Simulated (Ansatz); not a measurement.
```xyz
9

C    -1.266   -0.542   -0.452
C    -0.136   -0.208    0.172
S     0.360   -0.915    1.698
C     0.765    0.813   -0.440
O     0.543    1.367   -1.479
H    -1.958   -1.275   -0.058
H    -1.498   -0.057   -1.392
H     1.506   -0.222    1.808
H     1.684    1.039    0.142
```

Charge 0, multiplicity 1.

Q: List the PBE/def2-TZVPP orbital energies in eV (Ansatz 0.2.0). (Best estimate.)

A: Computed: Occupied: -2396.51, -510.67, -271.71, -270.49, -269.46, -209.44, -155.61, -155.50, -155.34, -26.80, -20.98, -18.22, -16.33, -13.52, -12.70, -11.30, -10.68, -10.56, -9.92, -8.94, -8.36, -6.44, -5.90. Lowest empty: -3.16, -0.92, -0.01, 0.31, 1.57, 1.65, 2.36, 2.85.
